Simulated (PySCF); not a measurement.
# C4H3NO: the cost of one run

Programs: PySCF 2.14.0, with density-fitted response routines of our own. Each step states its level of theory. These are calculated values for one molecule in the gas phase, unless marked as measured. Atoms count from 0, in the outputs and in this text.

**1. Starting geometry**

9 atoms, charge 0, multiplicity 1; geometry from: GFN2-xTB. The atoms were then displaced at random by about 0.01 Å, so the start is not that level's minimum.

Bonds of the start (Å): C0–C1 1.22, C1–C2 1.46, C2–O3 1.20, C2–N4 1.35, N4–C5 1.26, C0–H6 1.04, C5–H7 1.10, C5–H8 1.07.

**2. Optimising the geometry at PBE0-D3(BJ)/def2-SVP**

The job: settings as JSON, then the geometry in Å.

```
{"job": {"xc": "PBE0", "basis": "def2-SVP", "d3": "d3bj", "grid": 1, "shake": 0.01, "kind": "geom"}, "charge": 0, "multiplicity": 1}
C      1.836720    -1.289790    -1.417700
C      0.868090    -1.017100    -0.725650
C     -0.242270    -0.720950     0.168600
O     -0.443680    -1.360100     1.163250
N     -1.012910     0.263940    -0.342850
C     -1.152790     1.494730    -0.125520
H      2.645380    -1.489410    -2.040350
H     -0.531990     2.069110     0.578700
H     -1.908750     2.032410    -0.661100
```

Started as:

```sh
$ OMP_NUM_THREADS=1 python probes_run.py task.json out
```

The driver reads the jobs from task.json and runs them one after another.

**Question.** How long does this first job take on 1 thread of Arm Neoverse N1, shared host, and how much memory does it need?

About 54 s, with a peak of 0.4 GiB.
